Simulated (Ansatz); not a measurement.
Input file:

```yaml
crystal:
  periodic: [false, false, false]
  atoms:
    - {symbol: C, position_ang: [1.251232, -0.369520, 0.000000]}
    - {symbol: C, position_ang: [0.041218, 0.560029, 0.000000]}
    - {symbol: N, position_ang: [-1.264133, -0.103400, 0.000000]}
    - {symbol: H, position_ang: [2.190528, 0.192576, 0.000000]}
    - {symbol: H, position_ang: [1.243014, -1.013682, 0.884909]}
    - {symbol: H, position_ang: [1.243014, -1.013682, -0.884909]}
    - {symbol: H, position_ang: [0.075779, 1.215041, -0.876478]}
    - {symbol: H, position_ang: [0.075779, 1.215041, 0.876478]}
    - {symbol: H, position_ang: [-1.331108, -0.714262, 0.813132]}
    - {symbol: H, position_ang: [-1.331108, -0.714262, -0.813132]}
basis:
  gaussian: {orbitals: STO-3G}
correlation: {method: fic_mrcisd_q, electrons: outside_noble_gas, active_space: {window: {electrons: 8, orbitals: 8}}}
```

```sh
$ ansatz run in.yaml --threads 1 --pin off --events-out ev --progress --plain --max-ram 4096MiB --backend cpu
```

Output:

```
308 factors; integrals over basis functions are off by at most 3.2e-5 eV
mean field evaluation 1: about -3607.6254 eV, gradient 1.5e1 eV
mean field evaluation 2: about -3607.8189 eV, gradient 1.5e1 eV
mean field evaluation 4: about -3608.6169 eV, gradient 9.8e-1 eV
mean field evaluation 8: about -3608.6213 eV, gradient 3.5e-6 eV
mean field -3608.62126893 eV, -132.6143856219 hartree, gradient 4.1e-7 eV, S^2 0.000000; 0 other end points of the search recorded, 0 dependent functions left out
reference -3608.62126893 eV, -132.6143856219 hartree; 13, 13 occupied and 9, 9 virtual orbitals, 308 factors
state -3610.66318231 eV, -132.6894245546 hartree
contracted CI cycle   1: correlation 0.00000000 eV, 0.0000000000 hartree, residual 1.34e1 eV
contracted CI cycle   2: correlation -3.11182682 eV, -0.1143575263 hartree, residual 2.70e0 eV
contracted CI cycle   3: correlation -3.24420064 eV, -0.1192221746 hartree, residual 5.14e-1 eV
contracted CI cycle   4: correlation -3.24860882 eV, -0.1193841720 hartree, residual 1.28e-1 eV
contracted CI cycle   5: correlation -3.24888388 eV, -0.1193942804 hartree, residual 3.31e-2 eV
contracted CI cycle   6: correlation -3.24890180 eV, -0.1193949391 hartree, residual 8.29e-3 eV
contracted CI cycle   7: correlation -3.24890285 eV, -0.1193949776 hartree, residual 2.38e-3 eV
contracted CI cycle   8: correlation -3.24890294 eV, -0.1193949809 hartree, residual 7.77e-4 eV
state -3610.66318231 eV, -132.6894245546 hartree; corrected -3614.11262673 eV, -132.8161892989 hartree
state -3610.65586612 eV, -132.6891556894 hartree
contracted CI cycle   1: correlation 0.00000000 eV, 0.0000000000 hartree, residual 1.34e1 eV
contracted CI cycle   2: correlation -3.11531360 eV, -0.1144856630 hartree, residual 2.72e0 eV
contracted CI cycle   3: correlation -3.25007178 eV, -0.1194379351 hartree, residual 5.23e-1 eV
contracted CI cycle   4: correlation -3.25462591 eV, -0.1196052961 hartree, residual 1.26e-1 eV
contracted CI cycle   5: correlation -3.25489453 eV, -0.1196151677 hartree, residual 3.19e-2 eV
contracted CI cycle   6: correlation -3.25491088 eV, -0.1196157686 hartree, residual 8.11e-3 eV
contracted CI cycle   7: correlation -3.25491185 eV, -0.1196158041 hartree, residual 2.24e-3 eV
contracted CI cycle   8: correlation -3.25491192 eV, -0.1196158069 hartree, residual 6.64e-4 eV
state -3610.65586612 eV, -132.6891556894 hartree; corrected -3614.11204878 eV, -132.8161680596 hartree
state -3610.66318231 eV, -132.6894245546 hartree; corrected -3614.11262673 eV, -132.8161892989 hartree
state -3610.58178152 eV, -132.6864331308 hartree
contracted CI cycle   1: correlation 0.00000000 eV, 0.0000000000 hartree, residual 1.37e1 eV
contracted CI cycle   2: correlation -3.18295122 eV, -0.1169712998 hartree, residual 2.72e0 eV
contracted CI cycle   3: correlation -3.31691967 eV, -0.1218945495 hartree, residual 5.77e-1 eV
contracted CI cycle   4: correlation -3.32256163 eV, -0.1221018876 hartree, residual 1.54e-1 eV
contracted CI cycle   5: correlation -3.32297765 eV, -0.1221171764 hartree, residual 4.04e-2 eV
contracted CI cycle   6: correlation -3.32300511 eV, -0.1221181853 hartree, residual 1.08e-2 eV
contracted CI cycle   7: correlation -3.32300700 eV, -0.1221182547 hartree, residual 3.15e-3 eV
contracted CI cycle   8: correlation -3.32300716 eV, -0.1221182605 hartree, residual 1.02e-3 eV
state -3610.58178152 eV, -132.6864331308 hartree; corrected -3614.11213101 eV, -132.8161710815 hartree
state -3610.66318231 eV, -132.6894245546 hartree; corrected -3614.11262673 eV, -132.8161892989 hartree
Total energy: -3614.11262673 eV, -132.8161892989 hartree
```

Natural occupations: 1.9842 1.9803 1.9781 1.9737 0.0231 0.0220 0.0203 0.0182.

For the same geometry and basis RCCSDTQ lies 10.3 meV higher.

Ran on 1 thread of AMD EPYC 7R13, shared host: 14 s wall, 0.3 GiB peak host memory.
